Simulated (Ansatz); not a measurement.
in.yaml

```yaml
crystal:
  periodic: [false, false, false]
  atoms:
    - {symbol: B, position_ang: [0.000000, 0.000000, 0.128764]}
    - {symbol: H, position_ang: [0.000000, 1.356396, -1.864389]}
    - {symbol: H, position_ang: [0.000000, 0.000000, 2.347676]}
    - {symbol: H, position_ang: [0.000000, -1.356396, -1.864389]}
basis:
  gaussian: {orbitals: def2-SVPD}
total_charge: 1
magnetization: {spin_polarized: false, initial_magnetization: 1}
hamiltonian: {pseudopotentials: {relativity: scalar}}
correlation: {method: ccsd_t, electrons: outside_noble_gas}
output: {forces: true}
```

```sh
$ ansatz run in.yaml --threads 1 --pin off --events-out ev --progress --plain --max-ram 2393MiB
```

One thing in this input was set wrong on purpose, beside settings that are merely unusual. What is the gravest fault, and what does the program do?

Coordinates in the wrong unit (values in bohr typed as Å, so distances are 1.89 times too long). How the run ends: converged.
```
436 factors; integrals over basis functions are off by at most 8.9e-4 eV
mean field evaluation 1: about -696.1335 eV, gradient 5.3e0 eV
mean field evaluation 2: about -696.1335 eV, gradient 5.3e0 eV
mean field evaluation 4: about -696.6321 eV, gradient 1.2e0 eV
mean field evaluation 8: about -696.6598 eV, gradient 1.6e-3 eV
mean field evaluation 16: about -696.6598 eV, gradient 5.0e-5 eV
mean field evaluation 32: about -696.6584 eV, gradient 2.9e-1 eV
mean field evaluation 64: about -695.0511 eV, gradient 1.1e-4 eV
mean field evaluation 96: about -691.7559 eV, gradient 7.2e0 eV
mean field evaluation 128: about -694.0561 eV, gradient 8.9e0 eV
mean field evaluation 160: about -696.1137 eV, gradient 9.0e-4 eV
...
cycle  22  -4.50757722 eV  change   -8.3e-5 eV  update   2.4e-4
cycle  23  -4.50646094 eV  change    1.1e-3 eV  update   2.4e-4
cycle  24  -4.50655973 eV  change   -9.9e-5 eV  update   9.3e-5
cycle  25  -4.50661058 eV  change   -5.1e-5 eV  update   5.7e-5
cycle  26  -4.50665252 eV  change   -4.2e-5 eV  update   3.1e-5
cycle  27  -4.50666495 eV  change   -1.2e-5 eV  update   1.9e-5
cycle  28  -4.50666018 eV  change    4.8e-6 eV  update   1.0e-5
cycle  29  -4.50664963 eV  change    1.1e-5 eV  update   5.8e-6
cycle  30  -4.50664315 eV  change    6.5e-6 eV  update   2.8e-6
cycle  31  -4.50664410 eV  change   -9.5e-7 eV  update   1.5e-6
perturbative correction -0.20671367 eV, -0.0075965873 hartree
WARN: these amplitudes may be one of several solutions (largest doubles amplitude 0.39, level shift 1.36 eV)
the calculation of the forces begins
WARN: the results are in doubt because the forces break the atoms' symmetry
Total energy: -701.97384845 eV, -25.7970631158 hartree
Relativity: scalar
Atom 0 at     0.000000     0.000000     0.128764 Å, force     0.000000    -0.082496     0.067286 eV/Å
Atom 1 at     0.000000     1.356396    -1.864389 Å, force    -0.000000    -0.170506     0.445613 eV/Å
Atom 2 at     0.000000     0.000000     2.347676 Å, force     0.000000     0.008953    -1.051935 eV/Å
Atom 3 at     0.000000    -1.356396    -1.864389 Å, force    -0.000000     0.244050     0.539036 eV/Å
Dipole moment:     0.000000    -0.010679     0.138983 e Å
In doubt: the forces break the atoms' symmetry
```
